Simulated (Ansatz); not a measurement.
# CCSD(T) against full CI for several species

Each species is computed at the geometry given (Å), with frozen cores, in Ansatz 0.2.0: RHF-CCSD(T) for singlets, UHF-CCSD(T) otherwise, and full CI in the same basis. The program picks the determinant by a search with trial CCSD, so it needn't be the lowest Hartree–Fock solution. States: HSi–MgH singlet A', B–CH2 quartet A2, HAlSi triplet Σ⁻ or Δ. Cases whose determinant has another symmetry than full CI's state, or lies over 0.5 eV above the lowest of its kind, whose (Q) step broke down or whose higher cluster runs on it stay over 0.1 eV above full CI weren't drawn.

**Question.** Judging by size, spin and bonding and the diagnostics given, rank them by the size of CCSD(T)'s error in total energy against full CI in the same basis, smallest first (an estimate).
A. B–CH$_{2}$, quartet, 6-31G: B 0.000 0.000 0.806; C 0.000 0.000 -0.544; H 0.000 -0.819 -1.082; H 0.000 0.819 -1.082. T1 0.011, (T) -45 meV in a correlation energy of -2.84 eV
B. HAlSi, triplet, 6-31G: Si 0.000 0.000 2.089; Al 0.000 0.000 -0.245; H 0.000 0.000 -1.844. T1 0.033, (T) -73 meV in a correlation energy of -2.32 eV
C. HSi–MgH, singlet, 6-31G: Si 0.000 -0.079 1.274; Mg 0.000 0.023 -1.395; H 0.000 1.635 1.268; H 0.000 0.024 -3.114. T1 0.019, (T) -41 meV in a correlation energy of -2.41 eV

**Answer.** A (11.8 meV), C (21.8 meV), B (36.2 meV).

```
         species  basis  correlated electrons  CCSD(T) − full CI (meV)  CCSDT(Q) − full CI (meV)  unpaired electrons (full CI)     T1  ⟨S²⟩ of the determinant
  B–CH2, quartet  6-31G                     9                     11.8                      -0.4                          3.01  0.011                     3.75
HSi–MgH, singlet  6-31G                     8                     21.8                       1.6                          0.09  0.019                     0.00
  HAlSi, triplet  6-31G                     8                     36.2                       0.7                          2.07  0.033                     2.01
```

Unpaired electrons are Σ n²(2−n)² over natural occupations; an open shell counts its own unpaired electrons too. Frozen cores follow each run's orbitals, which moves totals by a few meV. RHF is unstable for HSi–MgH, singlet in 6-31G: UHF reaches ⟨S²⟩ = 0.64.
